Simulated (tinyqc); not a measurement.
Inside a calculation. Method: Pariser-Parr-Pople SCF with singles CI, for the molecule Nc1cc[nH]c1 (SMILES; centres numbered as the heavy atoms are written). One step of it, computed by the program tinyqc.

Task: Singles CI, triplets. Over the 6 single excitations with the smallest orbital gaps: A = (e_a - e_i) delta - (ij|ab), with (pq|rs) = sum c_mp c_mq gamma_mn c_nr c_ns.

orbital energies (eV): [-15.558103, -12.928339, -10.715928, -9.323248, 0.689155, 2.408719]

coefficients, order 1N, 2C, 3C, 4C, 5N, 6C:
```
[[0.198990, 0.663936, -0.147864, 0.661396, 0.106955, -0.221008],
 [0.365573, 0.503055, -0.001132, -0.357212, -0.256704, 0.647914],
 [0.302716, 0.164690, 0.613787, -0.255946, -0.335209, -0.571518],
 [0.409213, -0.221118, 0.549126, 0.226795, 0.584509, 0.298372],
 [0.616386, -0.477678, -0.291918, 0.306304, -0.461278, 0.008701],
 [0.433285, 0.043955, -0.463299, -0.473485, 0.505836, -0.340041]]
```

repulsion gamma_rs (eV), order 1N, 2C, 3C, 4C, 5N, 6C:
```
[[16.400000, 8.161296, 5.301135, 3.811356, 3.863419, 5.301135],
 [8.161296, 10.420000, 7.319060, 5.427290, 5.744821, 7.319060],
 [5.301135, 7.319060, 10.420000, 7.320921, 5.744029, 5.425349],
 [3.811356, 5.427290, 7.320921, 10.420000, 8.161296, 5.426622],
 [3.863419, 5.744821, 5.744029, 8.161296, 16.400000, 8.162542],
 [5.301135, 7.319060, 5.425349, 5.426622, 8.162542, 10.420000]]
```

Give: triplet CI matrix; triplet excitation energies.

Result:

triplet CI matrix (eV), order 4>5, 3>5, 4>6, 3>6, 2>5, 2>6:
```
[[3.6757, -0.2276, 0.6793, 0.1592, 1.2877, 0.3620],
 [-0.2276, 3.9495, 0.1592, -0.4724, -0.4192, -0.0683],
 [0.6793, 0.1592, 4.6706, 0.1928, 0.3620, 0.1916],
 [0.1592, -0.4724, 0.1928, 6.0391, -0.0683, -0.0673],
 [1.2877, -0.4192, 0.3620, -0.0683, 7.1040, 0.5674],
 [0.3620, -0.0683, 0.1916, -0.0673, 0.5674, 8.1943]]
```

triplet excitation energies (eV): [3.0343, 3.7582, 4.7796, 6.1600, 7.2258, 8.6752]
